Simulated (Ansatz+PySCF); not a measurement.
A calculation with PySCF 2.14.0.

```python
from pyscf import gto, scf, cc

mol = gto.M(atom="""
Cl 0.000000 0.000000 0.000000
H 1.572600 0.000000 0.907940
H -1.987630 0.000000 1.147560
""", basis='6-31g', charge=0, spin=1)
mf = scf.UHF(mol)
mf.kernel()
mycc = cc.CCSD(mf, frozen=5).run()
et = mycc.ccsd_t()
print(mf.e_tot, mycc.e_corr, et, mycc.e_tot + et)
```

The script is written out from the run's settings.

Results

```json
{"Converged": "yes", "Reference energy": "-460.45792 hartree", "CCSD correlation energy": "-0.07935 hartree", "Triples correction": "-0.00092 hartree", "Total energy": "-460.53819 hartree", "Spin squared of the determinant": "0.756"}
```

This is not the lowest solution: another run reaches a determinant 0.15 eV lower. Caution: bonds are stretched, where a single reference can fail.
